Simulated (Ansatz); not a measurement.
# BSiH (singlet): from Hartree-Fock to the top rungs at angle Si1–B2–H3 = 123.2°, 6-31G

Aim: climb from Hartree-Fock through coupled cluster and multireference methods for BSiH (singlet) at one geometry and basis, and see what each rung misses.

The runs use Ansatz 0.2.0, Gaussian basis; 6-31G, core rule «outside noble gas», up to 6 orbitals frozen.

To be run: UHF; CCSD(T) on RHF; CCSD(T) on UHF; BCCD(T) on RHF; CISD; CCSDT(Q) on RHF; CCSDT(Q) on UHF; CCSDTQ on RHF; CCSDTQ on UHF; CASSCF and MRCISD+Q, 2 electrons in 2 orbitals; CASSCF and NEVPT2, 2 electrons in 2 orbitals; CASSCF and MRCISD+Q, 8 electrons in 9 orbitals; CASSCF and NEVPT2, 8 electrons in 9 orbitals; Full CI.

11 further runs of the same task are left out: 1 for a mislabelled method, 6 that didn't finish, 4 set aside as unsound or not needed.

## Step 1: The system

The geometry derives from a PBE0/def2-TZVP stationary point (not a proven minimum). One angle is set to the value named; bond lengths are kept.

3 atoms, charge 0, spin multiplicity 1.

Atoms are counted from 1 here; the program's logs count them from 0.

Bond lengths: Si1–B2 1.895 Å, B2–H3 1.186 Å. Angles: Si1–B2–H3 123.2°.

Coordinates:

```xyz
3
charge 0, multiplicity 1
Si    0.2527    0.0000    0.5201
B    -0.6487    0.0000   -1.1470
H    -0.0846    0.0000   -2.1902
```

## Step 2: UHF

File in.yaml:

```yaml
crystal:
  periodic: [false, false, false]
  atoms:
    - {symbol: Si, position_ang: [0.252723, 0.000000, 0.520104]}
    - {symbol: B, position_ang: [-0.648655, 0.000000, -1.146960]}
    - {symbol: H, position_ang: [-0.084581, 0.000000, -2.190194]}
basis:
  gaussian: {orbitals: 6-31G}
magnetization: {spin_polarized: true, initial_magnetization: 0}
hamiltonian: {xc: hf}
output: {orbitals: {seedname: orbitals}}
```

Run with:

```console
$ ansatz run in.yaml --threads 1 --pin off --events-out ev --progress --plain --max-ram 2393MiB
```

Further steps of the session: CCSD(T) on RHF; CCSD(T) on UHF; BCCD(T) on RHF; CISD; CCSDT(Q) on RHF; CCSDT(Q) on UHF; CCSDTQ on RHF; CCSDTQ on UHF; CASSCF and MRCISD+Q, 2 electrons in 2 orbitals; CASSCF and NEVPT2, 2 electrons in 2 orbitals; CASSCF and MRCISD+Q, 8 electrons in 9 orbitals; CASSCF and NEVPT2, 8 electrons in 9 orbitals; Full CI.

Before running them: what should the planned runs give, taken together? Wanted: FCI below the RHF energy; RMP2 from FCI; RCCSD from FCI; RCCSD(T) from FCI; RCCSDT(Q) from FCI; NEVPT2 pair from FCI; MRCISD+Q pair from FCI; T1 diagnostic; effectively unpaired electrons.

The runs gave:

| quantity | value |
| --- | --- |
| FCI below the RHF energy | -3.6221 eV |
| RMP2 from FCI | +997.6 meV |
| RCCSD from FCI | +203.5 meV |
| RCCSD(T) from FCI | +64.6 meV |
| RCCSDT(Q) from FCI | +2.1 meV |
| NEVPT2 pair from FCI | +903.2 meV |
| MRCISD+Q pair from FCI | +175.1 meV |
| levels within 1 kcal/mol (43 meV) | RCCSDT, RCCSDT(Q), RCCSDTQ |
| T1 diagnostic | 0.048 |
| effectively unpaired electrons | 0.60 |

What this shows: RCCSD(T) misses by +64.6 meV, 1.8 % of the correlation energy. The occupations show some static correlation. Of the multireference levels listed MRCISD+Q pair comes nearest in total energy (+175.1 meV), which doesn't show that its space is the better one. Coupled cluster took another determinant than the lowest Hartree-Fock one. These misses are within one basis, not against nature.
